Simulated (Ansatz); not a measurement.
InAs (zinc blende): values from a third-order Birch-Murnaghan fit to a volume scan beside measured ones. Computed values: PBE (plane waves to 420 eV, PAW, scalar-relativistic; Ansatz, a first-principles code). At this level the bands of InAs touch or barely overlap; measurements give the solid a gap. InAs was relaxed with its symmetry unable to fall. The PAW data are Ansatz's earlier set.

| quantity | reference | kind |
|---|---|---|
| Lattice constant a (Å) | 6.047 | measured, corrected to the static lattice |
| Bulk modulus B₀ (GPa) | 58.6 | measured, corrected to the static lattice |

References as given in: Daniel Mejia-Rodriguez, S. B. Trickey, Physical Review B (2018), arXiv:1807.09216.

Question: What does PBE give, and how far is that from the reference?

Answer: 
```tsv
quantity	PBE	difference
Lattice constant a (Å)	6.187	+2.3 %
Bulk modulus B₀ (GPa)	48.3	-17.5 %
```

PBE overestimates the lattice constant a by 2.3 %. PBE underestimates the bulk modulus B₀ by 17.5 %.

(A scan under strain: stresses follow from slopes of the energy per volume, elastic moduli from its curvatures.)
